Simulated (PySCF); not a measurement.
# One molecule, many functionals

Species: nitrous acid, HNO2.
SMILES: `O=NO`

Linear-response calculations in the def2-SVPD basis (PySCF; singlets by full response, triplets Tamm–Dancoff, core orbitals frozen in the response; HF means time-dependent Hartree–Fock). 'Strongest' is the level of largest summed f among the singlets computed (10 roots, of which the last may lack a degenerate partner); it can jump between rows when another state enters that window. S1 is the lowest singlet of each run and needn't be the same state throughout; f(S1) is that of one state. Isolated species at its PBE0-D3(BJ)/def2-SVP geometry, gas phase.

```json
{"functional": "LDA", "kind": "LDA", "S1 (eV)": "3.67", "f(S1)": "0.001", "strongest (eV)": "7.37", "T1 (eV)": "2.69", "HOMO (eV)": "-7.00", "gap (eV)": "3.11", "ionisation energy, ΔSCF (eV)": "11.58"}
{"functional": "PBE", "kind": "GGA", "S1 (eV)": "3.73", "f(S1)": "0.001", "strongest (eV)": "7.34", "T1 (eV)": "2.65", "HOMO (eV)": "-6.84", "gap (eV)": "3.23", "ionisation energy, ΔSCF (eV)": "11.32"}
{"functional": "B3LYP", "kind": "global hybrid, 20% exact exchange", "S1 (eV)": "3.66", "f(S1)": "0.001", "strongest (eV)": "7.83", "T1 (eV)": "2.57", "HOMO (eV)": "-8.33", "gap (eV)": "5.59", "ionisation energy, ΔSCF (eV)": "11.63"}
{"functional": "PBE0", "kind": "global hybrid, 25% exact exchange", "S1 (eV)": "3.66", "f(S1)": "0.001", "strongest (eV)": "8.07", "T1 (eV)": "2.51", "HOMO (eV)": "-8.54", "gap (eV)": "6.16", "ionisation energy, ΔSCF (eV)": "11.54"}
{"functional": "BHandHLYP", "kind": "global hybrid, 50% exact exchange", "S1 (eV)": "3.61", "f(S1)": "0.001", "strongest (eV)": "10.59", "T1 (eV)": "2.46", "HOMO (eV)": "-10.29", "gap (eV)": "9.22", "ionisation energy, ΔSCF (eV)": "11.68"}
{"functional": "CAM-B3LYP", "kind": "range-separated hybrid", "S1 (eV)": "3.62", "f(S1)": "0.001", "strongest (eV)": "8.22", "T1 (eV)": "2.52", "HOMO (eV)": "-10.11", "gap (eV)": "8.96", "ionisation energy, ΔSCF (eV)": "11.72"}
{"functional": "wB97X-D", "kind": "range-separated hybrid", "S1 (eV)": "3.64", "f(S1)": "0.001", "strongest (eV)": "8.42", "T1 (eV)": "2.60", "HOMO (eV)": "-10.53", "gap (eV)": "10.06", "ionisation energy, ΔSCF (eV)": "11.63"}
{"functional": "LC-wPBE", "kind": "range-separated hybrid", "S1 (eV)": "3.57", "f(S1)": "0.001", "strongest (eV)": "10.64", "T1 (eV)": "2.43", "HOMO (eV)": "-11.39", "gap (eV)": "11.63", "ionisation energy, ΔSCF (eV)": "11.70"}
{"functional": "HF", "kind": "Hartree–Fock", "S1 (eV)": "3.60", "f(S1)": "0.002", "strongest (eV)": "11.90", "T1 (eV)": "2.34", "HOMO (eV)": "-13.02", "gap (eV)": "15.44", "ionisation energy, ΔSCF (eV)": "not settled"}
```

S1 runs from 3.57 eV (LC-wPBE) to 3.73 eV (PBE), a spread of 0.16 eV, while the orbital gap spreads over 12.3 eV. −ε(HOMO) comes closest to its own ΔSCF ionisation energy with LC-wPBE (-0.30 eV) and misses most with LDA (-4.58 eV). 'Not settled' means that the ion's SCF failed to converge or may have ended in another state than the lowest.
